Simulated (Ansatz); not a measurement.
Input file:

```yaml
crystal:
  periodic: [false, false, false]
  atoms:
    - {symbol: B, position_ang: [0.000000, 0.000000, 0.000000]}
    - {symbol: Ga, position_ang: [0.000000, 0.000000, 2.772800]}
basis:
  gaussian: {orbitals: aug-cc-pVDZ}
total_charge: 1
magnetization: {spin_polarized: true, initial_magnetization: 3}
correlation: {method: ccsdt_q, electrons: outside_noble_gas}
```

```sh
$ ansatz run in.yaml --threads 1 --pin off --events-out ev --progress --plain --max-ram 2393MiB
```

Q: Roughly how long does this take on 1 thread of AMD EPYC 7B13, shared host, and how much host memory?

A: 27 s wall and 0.27 GiB.

```
1041 factors; integrals over basis functions are off by at most 1.6e-7 eV
mean field evaluation 1: about -52989.6268 eV, gradient 1.1e1 eV
mean field evaluation 2: about -52989.6375 eV, gradient 1.1e1 eV
mean field evaluation 4: about -52991.5833 eV, gradient 2.6e0 eV
mean field evaluation 8: about -52992.8877 eV, gradient 6.0e-1 eV
mean field evaluation 16: about -52992.9078 eV, gradient 5.4e-5 eV
mean field evaluation 32: about -52988.7834 eV, gradient 9.9e0 eV
mean field evaluation 64: about -52992.4880 eV, gradient 2.9e0 eV
mean field evaluation 96: about -52992.7934 eV, gradient 1.9e0 eV
mean field evaluation 128: about -52988.5509 eV, gradient 7.7e0 eV
mean field evaluation 160: about -52991.6765 eV, gradient 9.1e-5 eV
...
mean field -52992.90776948 eV, -1947.4534406453 hartree, gradient 2.0e-6 eV, S^2 3.798253; 10 other end points of the search recorded, 0 dependent functions left out
determinant -52992.90776948 eV, -1947.4534406453 hartree, with singles and doubles -52994.47125861 eV, -1947.5108978112 hartree
determinant -52992.36049599 eV, -1947.4333287156 hartree, with singles and doubles -52993.92683544 eV, -1947.4908906286 hartree
determinant -52991.67646129 eV, -1947.4081909039 hartree, with singles and doubles -52993.83665475 eV, -1947.4875765493 hartree
determinant -52991.33062834 eV, -1947.3954817774 hartree, with singles and doubles -52994.19382052 eV, -1947.5007021494 hartree
determinant -52991.05356614 eV, -1947.3852999293 hartree, with singles and doubles -52993.07088753 eV, -1947.4594351230 hartree
determinant -52990.79851768 eV, -1947.3759270713 hartree, with singles and doubles -52992.40376256 eV, -1947.4349187325 hartree
determinant -52989.99284397 eV, -1947.3463191087 hartree, with singles and doubles -52993.11860172 eV, -1947.4611885873 hartree
determinant -52992.90776948 eV, -1947.4534406453 hartree, with singles and doubles -52994.49158456 eV, -1947.5116447760 hartree
determinant -52992.36049599 eV, -1947.4333287156 hartree, with singles and doubles -52993.92772497 eV, -1947.4909233182 hartree
determinant -52991.67646129 eV, -1947.4081909039 hartree, with singles and doubles -52993.84239609 eV, -1947.4877875399 hartree
determinant -52991.33062834 eV, -1947.3954817774 hartree, with singles and doubles -52994.16432525 eV, -1947.4996182183 hartree
determinant -52992.90776948 eV, -1947.4534406453 hartree, with singles and doubles -52994.50171374 eV, -1947.5120170164 hartree
determinant -52991.33062834 eV, -1947.3954817774 hartree, with singles and doubles -52994.33784984 eV, -1947.5059951291 hartree
15 core orbitals not correlated: weight in the atoms' cores, before any rotation towards them, 1.000 or more for the frozen orbitals, at most 0.000 for the correlated occupied ones
reference -52992.90776948 eV, -1947.4534406453 hartree; 4, 1 occupied and 40, 43 virtual orbitals, 1041 factors
second order -0.99356735 eV of doubles, -0.00000000 eV of singles
...
cycle  15  -1.69272093 eV  change   -2.7e-5 eV  update   6.2e-5
cycle  16  -1.69274722 eV  change   -2.6e-5 eV  update   3.6e-5
cycle  17  -1.69274743 eV  change   -2.1e-7 eV  update   1.9e-5
cycle  18  -1.69273609 eV  change    1.1e-5 eV  update   1.0e-5
cycle  19  -1.69271783 eV  change    1.8e-5 eV  update   6.6e-6
cycle  20  -1.69271151 eV  change    6.3e-6 eV  update   2.8e-6
cycle  21  -1.69270850 eV  change    3.0e-6 eV  update   1.6e-6
cycle  22  -1.69270410 eV  change    4.4e-6 eV  update   1.2e-6
cycle  23  -1.69270297 eV  change    1.1e-6 eV  update   6.8e-7
cycle  24  -1.69270262 eV  change    3.5e-7 eV  update   5.0e-7
perturbative correction -0.00312718 eV, -0.0001149216 hartree
Total energy: -52994.60359927 eV, -1947.5157612407 hartree
```

The T1 diagnostic is 0.074.
